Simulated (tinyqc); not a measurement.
Inside a calculation. Method: Born-Oppenheimer dynamics on the UHF/sto-6g surface (energies and gradients from PySCF), for BH2, spin multiplicity 2. Computed by tinyqc, a small Python program that keeps every step (integrals from PySCF). Settings: charge = 0, multiplicity = 2, basis = sto-6g, time step (fs) = 0.2, steps = 24. Command: `OMP_NUM_THREADS=1 python tinyqc.py 23148 23149 out.jsonl` (the two numbers bound the seeds that draw the settings). One thread of a shared host (Intel(R) Xeon(R) Processor @ 2.60GHz), about 4 s of CPU time with the checks.

positions (bohr):
```
           x          y         z
1B  0.032125  -0.030236  0.058582
2H  0.015118   1.919962  1.088482
3H  0.017008  -2.059801  1.118718
```

The total energy should stay constant up to terms of order dt^2; the step counts as short enough if it moves by less than 2 % of the largest kinetic energy.

Trajectory:
```
time (fs)  1B-2H (angstrom)  potential (hartree)  kinetic (hartree)  total (hartree)
0.000000           1.167103         -25.66525641         0.00072646     -25.66452995
0.200000           1.163578         -25.66529225         0.00076218     -25.66453006
0.400000           1.159970         -25.66536205         0.00083179     -25.66453026
0.600000           1.156331         -25.66546271         0.00093216     -25.66453055
0.800000           1.152713         -25.66558975         0.00105885     -25.66453090
1.000000           1.149168         -25.66573759         0.00120626     -25.66453132
1.200000           1.145749         -25.66589960         0.00136781     -25.66453180
1.400000           1.142505         -25.66606841         0.00153610     -25.66453231
1.600000           1.139483         -25.66623602         0.00170318     -25.66453284
1.800000           1.136728         -25.66639412         0.00186074     -25.66453338
2.000000           1.134278         -25.66653435         0.00200045     -25.66453391
2.200000           1.132169         -25.66664864         0.00211424     -25.66453440
2.400000           1.130430         -25.66672957         0.00219475     -25.66453482
2.600000           1.129084         -25.66677088         0.00223573     -25.66453515
2.800000           1.128145         -25.66676785         0.00223250     -25.66453535
3.000000           1.127624         -25.66671788         0.00218248     -25.66453540
3.200000           1.127521         -25.66662087         0.00208561     -25.66453526
3.400000           1.127832         -25.66647963         0.00194469     -25.66453493
3.600000           1.128544         -25.66630005         0.00176564     -25.66453440
3.800000           1.129637         -25.66609112         0.00155743     -25.66453369
4.000000           1.131087         -25.66586463         0.00133179     -25.66453284
4.200000           1.132862         -25.66563458         0.00110270     -25.66453189
4.400000           1.134929         -25.66541630         0.00088538     -25.66453093
4.600000           1.137247         -25.66522529         0.00069526     -25.66453002
4.800000           1.139775         -25.66507594         0.00054667     -25.66452927
```

Is the time step short enough?

Yes. The total energy moves within 6.1e-06 hartree, under 2 % of the largest kinetic energy.
